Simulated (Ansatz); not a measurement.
## One arrangement of a pair

The pair of CO (SMILES [C-]#[O+], atoms 1–2) and SiH4 (SMILES [SiH4], atoms 3–7), both closed shells, in one local arrangement (a lower one may exist), relaxed at PBE0-D4/def2-TZVP:

```json
{"atom": "C1", "x (Å)": "0.0542", "y (Å)": "0.4568", "z (Å)": "-3.4588"}
{"atom": "O2", "x (Å)": "-0.0458", "y (Å)": "0.3249", "z (Å)": "-2.3476"}
{"atom": "Si3", "x (Å)": "-0.0019", "y (Å)": "-0.1560", "z (Å)": "1.1596"}
{"atom": "H4", "x (Å)": "0.0358", "y (Å)": "-0.3607", "z (Å)": "2.6303"}
{"atom": "H5", "x (Å)": "0.8699", "y (Å)": "0.9904", "z (Å)": "0.7998"}
{"atom": "H6", "x (Å)": "-1.3964", "y (Å)": "0.1276", "z (Å)": "0.7374"}
{"atom": "H7", "x (Å)": "0.4842", "y (Å)": "-1.3828", "z (Å)": "0.4795"}
```

Ansatz 0.2.0; basis: def2-TZVPPD, with def2-QZVPPD for the basis limit; cores frozen in the correlated methods. B3LYP uses VWN-RPA correlation. Extrapolation: Hartree–Fock as exp(−7.88 √X), correlation as X^−2.97. Interaction energies count from these two fragments, frozen as in the pair, with the counterpoise correction; negative means bound.

(1) What is the interaction energy by CCSD(T) at an estimated basis limit (MP2 extrapolated from triple and quadruple zeta, plus CCSD(T) − MP2 in triple zeta)? (Judge from chemistry; the value comes from the calculation.)

T1 diagnostic: at most 0.019.

Results:

(1) The calculation gives: -2.3 kJ/mol. Hartree–Fock alone gives 0.5 kJ/mol at the basis limit, so without correlation the pair would not bind at this distance. It counts from the two fragments frozen as in the pair.

The same quantity by other methods in triple zeta, and each one's difference from that estimate:
```csv
method,E_int (kJ/mol),difference
PBE-D4,-2.5,-0.2
revPBE-D4,-0.8,1.5
BLYP-D4,-0.9,1.4
r2SCAN-D4,-1.9,0.4
B97M-V,-2.2,0.1
PBE0-D4,-2.3,0.0
B3LYP-D4,-1.7,0.6
HSE06-D4,-2.4,-0.1
wB97X-V,-2.5,-0.2
wB97M-V,-2.2,0.1
B2PLYP,-0.4,1.9
HF,0.6,2.9
MP2,-2.0,0.3
CCSD,-1.6,0.7
CCSD(T),-2.0,0.3
```
Differences are method less estimate.

Basis-set superposition shift (counterpoise-corrected less uncorrected): CCSD(T) 0.9; MP2 1.0; HF 0.1; PBE0-D4 0.1; wB97M-V 0.1 kJ/mol.

For scale, one of the runs: CCSD(T)/def2-TZVPPD, 193 basis functions, launched by `ansatz run in.yaml --threads 2 --pin off --events-out ev --progress --plain --max-ram 5222MiB`. The run took 32 s on 2 CPU threads of an Arm Neoverse V2 (shared host), with 2.1 GiB of host memory at its peak.
